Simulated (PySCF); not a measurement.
Methylamine, SMILES CN (CH₅N) (B3LYP/def2-SVP optimised geometry):

```
7

C     -0.235    -0.637     0.000
N     -0.877     0.671     0.000
H     -0.559    -1.211    -0.884
H     -0.559    -1.211     0.884
H      0.877    -0.637     0.000
H     -0.582     1.211    -0.814
H     -0.582     1.211     0.814
```

Level of theory: B3LYP/def2-TZVP run with PySCF 2.14.0.

Problem. What are the frontier orbital energies and the dipole moment?

Solution. HOMO-2 -10.97 eV, HOMO-1 -9.98 eV, HOMO -6.60 eV, LUMO 0.76 eV, LUMO+1 1.90 eV; dipole moment 1.37 D.

On the same geometry PBE/def2-TZVP in PySCF gives HOMO-2 -9.64 eV, HOMO-1 -8.68 eV, HOMO -5.31 eV, LUMO 0.33 eV, LUMO+1 1.48 eV; dipole moment 1.33 D.

Meta-Löwdin charges at B3LYP/def2-TZVP: C1 -0.21, N2 -0.51, H3 0.11, H4 0.11, H5 0.08, H6 0.21, H7 0.21.
